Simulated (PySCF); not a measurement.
Gas-phase reaction: PH2 + Si2H5 + PH3 ⇌ 2 H3SiPH2

Computed with PySCF and rigid-rotor harmonic-oscillator thermochemistry at 1 bar. † marks an energy on the PBE0/def2-TZVP geometry and frequencies; other levels use their own. MP2 and CCSD(T) freeze the core. 6-31G* has spherical d functions here. Open shells (unrestricted): PH2 (multiplicity 2), Si2H5 (multiplicity 2); the rest are closed-shell singlets. PH2, Si2H5: computed as isolated molecules; such fragments, hydroxides, amides, oligomers or adducts are transient or little studied in the gas. MP2 isn't extrapolated to the basis-set limit; its ΔH°(298 K) is -279.8 kJ in def2-SVP and -307.1 kJ in def2-TZVPP. CCSD(T) isn't extrapolated to the basis-set limit; its ΔH°(298 K) is -267.6 kJ in def2-SVP and -291.2 kJ in def2-TZVPP. The harmonic model lacks anharmonicity and excited electronic states, which grow with temperature; levels with a mode under 35 cm⁻¹ are left out. Internal rotation in Si2H5, H3SiPH2 is treated as a harmonic vibration of one conformer, which makes the entropy rough.

```json
[
 {"level": "CCSD(T)/def2-TZVPP†", "ΔE electronic, kJ": "-303", "ΔH°(298 K), kJ": "-291", "ΔS°(298 K), J/K": "-155", "ΔG°(2500 K), kJ": "70"},
 {"level": "HF/6-31G*", "ΔE electronic, kJ": "-214", "ΔH°(298 K), kJ": "-201", "ΔS°(298 K), J/K": "-157", "ΔG°(2500 K), kJ": "167"},
 {"level": "MP2/def2-TZVPP†", "ΔE electronic, kJ": "-319", "ΔH°(298 K), kJ": "-307", "ΔS°(298 K), J/K": "-155", "ΔG°(2500 K), kJ": "54"},
 {"level": "ωB97M-V/def2-TZVP†", "ΔE electronic, kJ": "-323", "ΔH°(298 K), kJ": "-311", "ΔS°(298 K), J/K": "-155", "ΔG°(2500 K), kJ": "50"},
 {"level": "ωB97X-V/def2-TZVP†", "ΔE electronic, kJ": "-321", "ΔH°(298 K), kJ": "-309", "ΔS°(298 K), J/K": "-155", "ΔG°(2500 K), kJ": "52"}
]
```
ΔH° is lowest at ωB97M-V/def2-TZVP† and highest at HF/6-31G*. No reference value is set beside these.
